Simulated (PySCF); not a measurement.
# C4H10P+: magnetic properties

Aim: compute the magnetic properties of C4H10P+ (`C=C[PH+](C)C`).

Programs: PySCF 2.14.0, with routines of our own; each step states its level. All values are computed. Atoms count from 0.

### Step 1. The system as given

15 atoms, charge 1, multiplicity 1; geometry from: GFN2-xTB.

### Step 2. Geometry optimisation at PBE0-D3(BJ)/def2-SVP

The job: settings as JSON, then the geometry in Å.

```
{"job": {"xc": "PBE0", "basis": "def2-SVP", "d3": "d3bj", "grid": 1, "kind": "geom"}, "charge": 1, "multiplicity": 1}
C      2.470677    -0.147834    -0.293544
C      1.336626    -0.238124     0.386966
P     -0.267768     0.120959    -0.326119
C     -1.063025     1.491507     0.538661
C     -1.328960    -1.338820    -0.288099
H      2.502072     0.150012    -1.329989
H      3.418942    -0.371553     0.167220
H      1.312017    -0.538073     1.428607
H     -0.070875     0.486054    -1.641215
H     -0.435550     2.381342     0.487842
H     -2.031955     1.705098     0.086889
H     -1.209378     1.219951     1.585572
H     -1.477409    -1.649311     0.747577
H     -0.862897    -2.155626    -0.839167
H     -2.296931    -1.107593    -0.733112
```

Run with:

```
$ OMP_NUM_THREADS=1 python excited_run.py task.json out
```

This one command runs all jobs of the session in turn.

The program printed:

```text
step   0  E = -499.00342735  max force = 0.018819
step   1  E = -499.00499312  max force = 0.003315
step   2  E = -499.00501536  max force = 0.000444
step   3  E = -499.00501693  max force = 0.000613
step   4  E = -499.00502025  max force = 0.000061
optimisation converged
```

Run time: 23 s. Hardware: 1 thread of Arm Neoverse V1, shared host; peak memory 0.55 GiB.

Along the way:

```tsv
step	energy from step 0 (eV)	largest force component (eV/Å)
0	0.0000	0.9677
1	-0.0426	0.1705
2	-0.0432	0.0228
3	-0.0433	0.0315
4	-0.0433	0.0031
```

Close pairs (by a distance rule), those that changed most:

```tsv
bond	before (Å)	after (Å)	change (Å)
P2–H8	1.379	1.411	+0.032
C0–H6	1.078	1.094	+0.016
C0–H5	1.079	1.095	+0.016
C1–H7	1.084	1.097	+0.013
C0–C1	1.326	1.337	+0.011
C1–P2	1.792	1.781	-0.011
C4–H14	1.090	1.100	+0.010
C3–H10	1.090	1.100	+0.010
```

The final coordinates are the input of the step that follows.

```tsv
at the end point	value
point group (found at 0.08 Å tolerance)	Cs
rotational constants (GHz, main isotopes)	5.651, 2.775, 2.125
```

### Step 3. Magnetic properties: GIAO KT3/pcSseg-1

The job: settings as JSON, then the geometry in Å.

```
{"job": {"kind": "mag", "xc": "KT3", "basis": "pcSseg-1", "isotopologues": 2}, "charge": 1, "multiplicity": 1}
C      2.487751    -0.133827    -0.159385
C      1.354387    -0.240678     0.540999
P     -0.243300     0.101167    -0.168950
C     -1.050726     1.476379     0.660880
C     -1.299355    -1.353941    -0.148089
H      2.511058     0.168073    -1.211706
H      3.452293    -0.350704     0.309547
H      1.357429    -0.544870     1.594721
H     -0.018049     0.465935    -1.513109
H     -0.411645     2.368905     0.599179
H     -2.021497     1.681870     0.185899
H     -1.211374     1.217350     1.718353
H     -1.459553    -1.669987     0.893816
H     -0.813411    -2.168606    -0.703942
H     -2.269811    -1.117731    -0.609258
```

Method: GIAO KT3/pcSseg-1 magnetisability, rotational g tensor and spin-rotation constants, non-relativistic, gas phase.

The program printed:

```text
coarse grid: 12168 points
cycle   1  E = -504.5771008406  dE =  4.785e-01  |g| = 4.824e-01  |ddm| = 3.335e+00
cycle   2  E = -504.5188150523  dE =  5.829e-02  |g| = 6.645e-01  |ddm| = 1.071e+00
cycle   3  E = -504.6385100308  dE = -1.197e-01  |g| = 8.071e-02  |ddm| = 6.566e-01
cycle   4  E = -504.6394835493  dE = -9.735e-04  |g| = 5.136e-02  |ddm| = 9.757e-02
cycle   5  E = -504.6402362479  dE = -7.527e-04  |g| = 6.656e-03  |ddm| = 4.779e-02
cycle   6  E = -504.6402481511  dE = -1.190e-05  |g| = 1.937e-03  |ddm| = 1.036e-02
cycle   7  E = -504.6402492082  dE = -1.057e-06  |g| = 5.482e-04  |ddm| = 2.609e-03
final grid: 110480 points
cycle   8  E = -504.6602084795  dE = -1.400e-04  |g| = 8.186e-03  |ddm| = 3.288e-02
cycle   9  E = -504.6602059277  dE =  2.552e-06  |g| = 6.149e-03  |ddm| = 8.788e-03
cycle  10  E = -504.6602124513  dE = -6.524e-06  |g| = 2.321e-03  |ddm| = 7.390e-03
cycle  11  E = -504.6602138627  dE = -1.411e-06  |g| = 5.838e-04  |ddm| = 2.368e-03
cycle  12  E = -504.6602139555  dE = -9.279e-08  |g| = 1.140e-04  |ddm| = 5.358e-04
cycle  13  E = -504.6602139585  dE = -2.987e-09  |g| = 5.095e-05  |ddm| = 1.339e-04
cycle  14  E = -504.6602139592  dE = -7.190e-10  |g| = 6.231e-06  |ddm| = 4.829e-05
converged SCF energy = -504.6602139592

Magnetisability tensor (1e-30 J/T^2)
     -957.28      -11.98        0.36
      -11.98    -1081.38      -56.42
        0.36      -56.42     -903.11
isotropic -980.59   principal values   -1098.66   -956.55   -886.56
isotropic susceptibility -59.053 1e-6 cm^3/mol

Inertial axes            a          b          c
rot. const./GHz      5.6511     2.7751     2.1254
chi total           -57.597    -66.163    -53.398
chi diamagnetic    -310.611   -529.017   -667.020
chi paramagnetic    253.014    462.854    613.621
quadrupole/D A        8.890     -4.133     -4.757
g nuclear            0.6736     0.6255     0.6172
g electronic        -0.6717    -0.6034    -0.6127
g total              0.0019     0.0221     0.0045

Spin-rotation constants (kHz, H = +C I.J)
atom  isotope        aa         bb         cc
  2    31P        8.400      4.342      3.276
  5     1H       -0.564     -0.369      0.179
  6     1H        0.263     -0.339     -0.143
  7     1H       -0.616     -0.365      0.154
  8     1H       -0.597     -0.344      0.094
  9     1H       -0.518     -0.067     -0.262
 10     1H       -0.113     -0.326     -0.222
 11     1H       -0.681     -0.329     -0.002
 12     1H       -0.682     -0.330     -0.002
 13     1H       -0.523     -0.066     -0.261
 14     1H       -0.109     -0.327     -0.223
  0    13C*       2.286      0.366      1.001
  1    13C*       1.868      0.380      0.813
  3    13C*       0.696      0.352      0.293
* in the singly substituted isotopologue

Isotopologues: g along a, b, c
2H    at 5,6,7,8,9,10,1     0.0014     0.0177     0.0037
13C   at 0                  0.0019     0.0215     0.0045
```

Run time: 29 s. Hardware: 1 thread of Arm Neoverse V1, shared host; peak memory 0.53 GiB.

Key values:

```tsv
quantity	value
magnetisability	-981·10⁻³⁰ J/T²
molar susceptibility	-59.1·10⁻⁶ cm³/mol
rotational g (a, b, c)	0.0019, 0.0221, 0.0045
```

The fields below are evaluated on a grid from the run's orbitals.

Frontier orbitals at KT3/pcSseg-1, with the share of their density that lies nearest to each atom:

```tsv
orbital	energy (eV)	lies on
HOMO	-12.03	C1 43 %; C0 34 %
LUMO	-6.57	C0 36 %; C1 24 %; H5, H6 about 8 % each
```

ELF in a plane through or near 8 of the atoms.

Ten even steps from '0' (0.00) to '9' (1.00):
```
0000000000000000000000000000
0000000000000000000000000000
0000000000000000000000000000
0000000000000389610000000000
0000000000001999930000000000
0000000000000899954650000000
0000000023100389669991000000
0000000245411156259992000000
0000245557646448856760000000
0000588426658251630000000000
0000588307658161730000000000
0000245557646448866860000000
0000001245421156259993000000
0000000023100389769992000000
0000000000000899954650000000
0000000000000899940000000000
0000000000000389610000000000
0000000000000000000000000000
0000000000000000000000000000
0000000000000000000000000000
```
The map spans 12.0 Å across and 9.9 Å up, centred on the molecule. Atoms in the plane (x, y in Å): C0 (-2.5, 0.0), P2 (0.3, 0.0), C3 (1.2, 1.5), C4 (1.2, -1.5), H9 (0.6, 2.4), H10 (2.1, 1.5), H13 (0.6, -2.4), H14 (2.2, -1.5).

log10 of the density (e/Å³) in the same plane.

Values, 10 rows by 14 columns:
```
-4.0 -4.0 -4.0 -4.0 -4.0 -4.0 -4.0 -4.0 -4.0 -4.0 -4.0 -4.0 -4.0 -4.0
-4.0 -4.0 -4.0 -4.0 -4.0 -4.0 -3.7 -2.9 -2.8 -3.2 -4.0 -4.0 -4.0 -4.0
-4.0 -4.0 -4.0 -4.0 -3.8 -3.5 -2.3 -0.9 -0.8 -1.7 -2.5 -3.9 -4.0 -4.0
-4.0 -4.0 -3.4 -2.6 -2.0 -2.0 -1.7 -0.3  0.2 -0.1 -1.1 -3.1 -4.0 -4.0
-4.0 -3.5 -2.0 -0.8 -0.3 -0.5 -0.5 -0.1  0.0 -0.5 -1.4 -3.2 -4.0 -4.0
-4.0 -3.3 -1.6 -0.3  0.4 -0.1 -0.1  1.2 -0.2 -1.1 -2.0 -3.5 -4.0 -4.0
-4.0 -3.9 -2.6 -1.7 -1.2 -1.2 -1.2 -0.4  0.5  0.2 -0.9 -3.0 -4.0 -4.0
-4.0 -4.0 -4.0 -3.2 -2.7 -2.5 -1.9 -0.3  0.0 -0.8 -1.6 -3.3 -4.0 -4.0
-4.0 -4.0 -4.0 -4.0 -4.0 -4.0 -2.9 -1.7 -1.6 -2.3 -3.1 -4.0 -4.0 -4.0
-4.0 -4.0 -4.0 -4.0 -4.0 -4.0 -4.0 -3.8 -3.6 -4.0 -4.0 -4.0 -4.0 -4.0
```
The map spans 12.0 Å across and 9.9 Å up, centred on the molecule. Atoms in the plane (x, y in Å): C0 (-2.5, 0.0), P2 (0.3, 0.0), C3 (1.2, 1.5), C4 (1.2, -1.5), H9 (0.6, 2.4), H10 (2.1, 1.5), H13 (0.6, -2.4), H14 (2.2, -1.5).

On the surface of density 0.002 e/bohr³ the electrostatic potential runs, from the 1st to the 99th percentile, from 3.86 V near C0 to 6.05 V near H8.

### Step 4. What came out

| quantity | value |
| --- | --- |
| point group | Cs |
| rotational constants (main isotopes) | 5.65, 2.78, 2.13 GHz |
| magnetisability (step 3, GIAO KT3/pcSseg-1) | -981·10⁻³⁰ J/T² |
| molar susceptibility (step 3, GIAO KT3/pcSseg-1) | -59.1·10⁻⁶ cm³/mol |
| rotational g (a, b, c) (step 3, GIAO KT3/pcSseg-1) | 0.0019, 0.0221, 0.0045 |

Over 4 steps the energy fell by 0.043 eV; of the close pairs, P2–H8 changed most, 1.379 to 1.411 Å. For an ion, the motion of the centre of mass in the field is left out. At KT3/pcSseg-1, counted by nearest atom on the grid, the HOMO lies on C1 43 %; C0 34 %, the LUMO on C0 36 %; C1 24 %. Vibrational averaging and real surroundings are missing from these values.
